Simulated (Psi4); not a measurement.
# C2H4Si (ethynylsilane) at wB97X-V/6-311+G(d,p)

What is the vertical ionisation energy of C2H4Si (ethynylsilane) at wB97X-V/6-311+G**? 

The calculation is run with Psi4 1.11.

2 further runs of the same task are left out: 1 that didn't finish, 1 set aside as unsound or not needed.

### 1 Starting point

C2H4Si: 7 atoms, total charge 0, spin state singlet. As SMILES, `C#C[SiH3]`. The coordinates come from a PBE0-D4/def2-TZVP relaxation.

Bond lengths: C1–C2 1.206 Å, C2–Si3 1.823 Å, C1–H4 1.066 Å, Si3–H5 1.483 Å, Si3–H6 1.483 Å, Si3–H7 1.483 Å. Angles: C1–C2–Si3 180.0°, C2–C1–H4 180.0°, C2–Si3–H5 109.3°, C2–Si3–H6 109.3°, C2–Si3–H7 109.3°, H5–Si3–H6 109.6°, H5–Si3–H7 109.6°, H6–Si3–H7 109.6°.

### 2 The energy at wB97X-V/6-311+G(d,p)

Contents of c2h4si.json:

```json
{
 "schema_name": "qcschema_input",
 "schema_version": 1,
 "molecule": {
  "schema_name": "qcschema_molecule",
  "schema_version": 2,
  "symbols": ["C", "C", "Si", "H", "H", "H", "H"],
  "geometry": [-1.09736396, -3.53643347, 0.32541084, -0.41290516, -1.37288603, 0.11791891, 0.62323168, 1.89785195, -0.19615357, -1.70264324, -5.44902528, 0.50890325, -0.17857912, 2.88806844, -2.69285973, -0.53233585, 3.43571107, 1.842294, 3.41643586, 2.0085899, 0.00831479],
  "molecular_charge": 0,
  "molecular_multiplicity": 1,
  "fix_symmetry": "c1"
 },
 "driver": "energy",
 "model": {
  "method": "wb97x-v",
  "basis": "6-311+G**"
 },
 "keywords": {
  "puream": true,
  "e_convergence": 1e-09,
  "d_convergence": 1e-08,
  "scf_type": "pk",
  "dft_radial_points": 99,
  "dft_spherical_points": 590
 }
}
```

On the command line:

```sh
$ psi4 --qcschema c2h4si.json -n 1 --memory 1600MB
```

stdout:

```text
[...]
  Running in c1 symmetry.
[...]
  Nuclear repulsion =   83.047890723121355
[...]
  Multiplicity = 1
[...]
  Nalpha       = 15
  Nbeta        = 15
[...]
    Number of basis functions: 98
[...]
   @RKS iter   1:  -367.87016006480042   -8.45704e-01   5.16539e-03 DIIS/ADIIS
[...]
   @RKS iter  10:  -367.99058371031282   -1.18803e-11   7.30736e-09 DIIS
[...]
    Orbital Energies [Eh]
    ---------------------
    Doubly Occupied:
       1A    -66.138212     2A    -10.281048     3A    -10.265320
       4A     -5.398417     5A     -3.749202     6A     -3.747884
       7A     -3.747884     8A     -0.887806     9A     -0.711060
      10A     -0.645764    11A     -0.512522    12A     -0.470829
      13A     -0.470814    14A     -0.393136    15A     -0.393133
[...]
  @RKS Final Energy:  -367.99058371031282
   => Energetics <=
    Nuclear Repulsion Energy =             83.0478907231213554
    One-Electron Energy =                -670.3142436316272779
    Two-Electron Energy =                 243.1205945529684413
    DFT Exchange-Correlation Energy =     -23.9675316441173720
    Empirical Dispersion Energy =           0.0000000000000000
    VV10 Nonlocal Energy =                  0.1227062893420165
    Total Energy =                       -367.9905837103128192
[...]
 Multipole Moments:
 ------------------------------------------------------------------------------------
     Multipole            Electronic (a.u.)      Nuclear  (a.u.)        Total (a.u.)
 ------------------------------------------------------------------------------------
 L = 1.  Multiply by 2.5417464519 to convert [e a0] to [Debye]
 Dipole X            :         -0.5349939            0.4931733           -0.0418205
 Dipole Y            :         -1.6887687            1.5559807           -0.1327881
 Dipole Z            :          0.1624682           -0.1496803            0.0127879
 Magnitude           :                                                    0.1398040
[...]
```

The result, in JSON:

```text
{
 "driver": "energy",
 "model": {
  "method": "wb97x-v",
  "basis": "6-311+G**"
 },
 "success": true,
 "return_result": -367.9905837103128,
 "properties": {
  "calcinfo_nbasis": 98,
  "calcinfo_nmo": 98,
  "calcinfo_nalpha": 15,
  "calcinfo_nbeta": 15,
  "calcinfo_natom": 7,
  "nuclear_repulsion_energy": 83.04789072312136,
  "return_energy": -367.9905837103128,
  "scf_one_electron_energy": -670.3142436316273,
  "scf_two_electron_energy": 243.12059455296844,
  "scf_vv10_energy": 0.12270628934201645,
  "scf_xc_energy": -23.967531644117372,
  "scf_dipole_moment": [-0.041820533811198324, -0.13278809459241625, 0.01278790618741979],
  "scf_total_energy": -367.9905837103128,
  "scf_iterations": 10
 }
}
```

Wall time 3.2 min (1 thread of Intel Xeon Platinum 8259CL at 2.50GHz (Skylake/Cascade Lake), shared host); peak memory 0.95 GiB.

### 3 The doublet cation at the same level

Contents of c2h4si_ase.py:

```python
import numpy as np
from ase.calculators.psi4 import Psi4
from ase import Atoms

mol = Atoms(['C', 'C', 'Si', 'H', 'H', 'H', 'H'], positions=[
    [-0.580700, -1.871400, 0.172200],
    [-0.218500, -0.726500, 0.062400],
    [0.329800, 1.004300, -0.103800],
    [-0.901000, -2.883500, 0.269300],
    [-0.094500, 1.528300, -1.425000],
    [-0.281700, 1.818100, 0.974900],
    [1.807900, 1.062900, 0.004400],
])
calc = Psi4(atoms=mol, method='wb97x-v', basis='6-311+G**', memory='1600MB', num_threads=1, charge=1, multiplicity=2, label='calc', reference='uks')
calc.psi4.set_options({'puream': True, 'e_convergence': 1e-09, 'd_convergence': 1e-08, 'scf_type': 'pk', 'dft_radial_points': 99, 'dft_spherical_points': 590, 'maxiter': 100})
mol.calc = calc

print(f'energy: {mol.get_potential_energy():.6f} eV')
```

On the command line:

```sh
$ python c2h4si_ase.py
```

calc.dat:

```text
[...]
  Running in c1 symmetry.
[...]
  Nuclear repulsion =   83.047890735857266
[...]
  Multiplicity = 2
[...]
  Nalpha       = 15
  Nbeta        = 14
[...]
    Number of basis functions: 98
[...]
   @UKS iter   1:  -367.45757052781818   -4.33119e-01   4.67362e-03 DIIS/ADIIS
[...]
   @UKS iter  17:  -367.59462180756782   -7.04858e-12   7.08667e-09 DIIS
[...]
   @S^2 Observed:                7.546547880E-01
[...]
    Orbital Energies [Eh]
    ---------------------
    Alpha Occupied:
       1A    -66.347200     2A    -10.610958     3A    -10.593060
       4A     -5.608831     5A     -3.961017     6A     -3.957829
       7A     -3.956804     8A     -1.222536     9A     -0.968190
      10A     -0.910387    11A     -0.757233    12A     -0.744800
      13A     -0.717332    14A     -0.659461    15A     -0.643697
    Alpha Virtual:
      16A     -0.191637    17A     -0.172766    18A     -0.102308
      19A     -0.081439    20A     -0.067091    21A     -0.059246
      22A     -0.055371    23A     -0.031410    24A     -0.023091
      25A     -0.020307    26A     -0.013832    27A     -0.010948
[...]
  @UKS Final Energy:  -367.59462180756782
   => Energetics <=
    Nuclear Repulsion Energy =             83.0478907358572656
    One-Electron Energy =                -662.7388648852966071
    Two-Electron Energy =                 235.8042639164958700
    DFT Exchange-Correlation Energy =     -23.8279312155677090
    Empirical Dispersion Energy =           0.0000000000000000
    VV10 Nonlocal Energy =                  0.1200196409434322
    Total Energy =                       -367.5946218075678189
[...]
 Multipole Moments:
 ------------------------------------------------------------------------------------
     Multipole            Electronic (a.u.)      Nuclear  (a.u.)        Total (a.u.)
 ------------------------------------------------------------------------------------
 L = 1.  Multiply by 2.5417464519 to convert [e a0] to [Debye]
 Dipole X            :         -0.9222284            0.4931733           -0.4290550
 Dipole Y            :         -2.8184328            1.5559807           -1.2624521
 Dipole Z            :          0.1871374           -0.1496803            0.0374570
 Magnitude           :                                                    1.3338953
[...]
```

The script printed:

```text
energy: -10002.759154 eV
```

Wall time 5.3 min (1 thread of Intel Xeon Platinum 8259CL at 2.50GHz (Skylake/Cascade Lake), shared host); peak memory 0.95 GiB.

### 4 What came out

Level: wB97X-V/6-311+G**.

| quantity | value |
| --- | --- |
| singlet C2H4Si: total energy | -367.99058 Eh |
| singlet C2H4Si: dipole moment | 0.36 D |
| singlet C2H4Si: HOMO energy | -10.70 eV |
| singlet C2H4Si: LUMO energy | 1.32 eV |
| singlet C2H4Si: HOMO–LUMO gap | 12.01 eV |
| doublet cation: total energy | -367.59462 Eh |
| doublet cation: HOMO energy (highest over α and β) | -17.34 eV |
| doublet cation: LUMO energy (lowest over α and β) | -10.88 eV |
| doublet cation: ⟨S²⟩ | 0.755 |
| vertical ionisation energy (to the doublet cation) | 10.775 eV |

What this shows: The vertical ionisation energy comes to 10.77 eV (248 kcal/mol). The negative HOMO energy of the first species, 10.70 eV, lies 0.08 eV below that difference.
